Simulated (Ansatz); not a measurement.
`BO[SiH3]` → `BO` + `[SiH2]` at 400 K and 1 bar (silylene loss).

Gas-phase electronic energies from Ansatz, PBE0-D4/def2-TZVP geometries. CCSD(T)/CBS is the MP2 limit (def2-TZVPP, def2-QZVPP) plus CCSD(T) − MP2 in def2-TZVPP, frozen cores. This one scheme is used for every species.

```csv
species,CCSD(T)/CBS energy (Eh),H − E (kJ/mol),S (J/(mol·K))
`BO[SiH3]`,-392.11480,157.5,316.6
`BO`,-101.80414,108.2,244.0
`[SiH2]`,-290.19011,44.2,218.1
```

H − E and S are ideal-gas, rigid-rotor, harmonic terms from PBE0-D4/def2-TZVP. 1 Eh = 2625.50 kJ/mol, R = 8.31446 J/(mol·K).

**Question.** By hand: ΔE, ΔH, ΔS and ΔG.

**Answer.** ΔE = (-101.80414) + (-290.19011) − (-392.11480) = 0.12055 Eh = 316.5 kJ/mol. Δ(H − E) = 108.2 + 44.2 − 157.5 = -5.1, so ΔH = 311.4 kJ/mol. ΔS = 244.0 + 218.1 − 316.6 = 145.5 J/(mol·K). ΔG = 311.4 − 400 × (145.5)/1000 = 253.2 kJ/mol.

**Question.** By hand: the equilibrium constant, and the temperature at which ΔG would vanish if ΔH and ΔS stayed fixed.

**Answer.** log₁₀ K = −ΔG/(RT ln 10) = -33.1. ΔG = 0 at ΔH/ΔS = 2140 K.

The number of gas molecules changes by +1, which sets the sign of ΔS. A doubt of 5 kJ/mol in ΔE shifts log₁₀ K by 0.7 here. These are equilibria of isolated gas molecules and say nothing of rates. Largest T1 diagnostic: 0.014 (customary marks: 0.02 for closed shells, 0.045 for open ones).
